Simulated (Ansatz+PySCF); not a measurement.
Two shapes of singlet CF4.

Shape 1:

```xyz
5

C     0.0000    0.0000    0.0000
F     0.7596    0.7596    0.7596
F     0.7596   -0.7596   -0.7596
F    -0.7596    0.7596   -0.7596
F    -0.7596   -0.7596    0.7596
```

Shape 2:

```xyz
5

C     0.0000    0.0000    0.0000
F     0.8204    0.8204    0.8204
F     0.8204   -0.8204   -0.8204
F    -0.8204    0.8204   -0.8204
F    -0.8204   -0.8204    0.8204
```

Basis set: def2-SVP (spherical functions). Frozen core: 5 orbitals. Charge 0, multiplicity 1.

Computed with Ansatz (development build ahead of 0.2.0); each method stands on the lowest determinant of its kind that the runs found.

Problem. Which shape is lower in energy, and by how much in each method?

Solution.

```json
{"method": "RHF", "E(2) − E(1) (eV)": "1.688"}
{"method": "UHF", "E(2) − E(1) (eV)": "1.688"}
{"method": "UHF-MP2", "E(2) − E(1) (eV)": "0.991"}
{"method": "RHF-CCSD", "E(2) − E(1) (eV)": "1.060"}
{"method": "RHF-CCSD(T)", "E(2) − E(1) (eV)": "0.969"}
```

Shape 1 is lower.
